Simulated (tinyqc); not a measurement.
Worked calculation: UHF in the sto-3g basis, for H2O, spin multiplicity 1. This run ends on a higher stationary point, not on the lowest solution. One step of it, computed by the program tinyqc.

Question. Orthogonalisation. S = U s U^T; canonical form X = U s^(-1/2), so that X^T S X = 1. Each column of U has its largest component positive (the first on a tie).

overlap S, order 1O 1s, 1O 2s, 1O 2px, 1O 2py, 1O 2pz, 2H 1s, 3H 1s:
```
[[1.000000, 0.236704, 0.000000, 0.000000, 0.000000, 0.019517, 0.016923],
 [0.236704, 1.000000, 0.000000, 0.000000, 0.000000, 0.240266, 0.214815],
 [0.000000, 0.000000, 1.000000, 0.000000, 0.000000, 0.000000, 0.000000],
 [0.000000, 0.000000, 0.000000, 1.000000, 0.000000, 0.199568, -0.181330],
 [0.000000, 0.000000, 0.000000, 0.000000, 1.000000, 0.118973, 0.108131],
 [0.019517, 0.240266, 0.000000, 0.199568, 0.118973, 1.000000, 0.054636],
 [0.016923, 0.214815, 0.000000, -0.181330, 0.108131, 0.054636, 1.000000]]
```

Give: eigenvalues of S; X.

Answer.

eigenvalues of S: [0.6065, 0.7041, 0.9059, 1.0000, 1.0864, 1.2424, 1.4547]

X, order 1O 1s, 1O 2s, 1O 2px, 1O 2py, 1O 2pz, 2H 1s, 3H 1s:
```
[[-0.4831, 0.0987, 0.6376, 0.0000, -0.5634, -0.0401, 0.3064],
 [0.8821, -0.1267, -0.2090, 0.0000, -0.2437, -0.0418, 0.5312],
 [0.0000, 0.0000, 0.0000, 1.0000, 0.0000, 0.0000, 0.0000],
 [0.1278, 0.7900, -0.0138, 0.0000, -0.0086, 0.6641, 0.0411],
 [0.2947, -0.0277, 0.6967, 0.0000, 0.6486, -0.0046, 0.1854],
 [-0.6133, -0.5513, -0.2721, 0.0000, 0.2337, 0.3987, 0.4011],
 [-0.3977, 0.6824, -0.3067, 0.0000, 0.2613, -0.4489, 0.3383]]
```
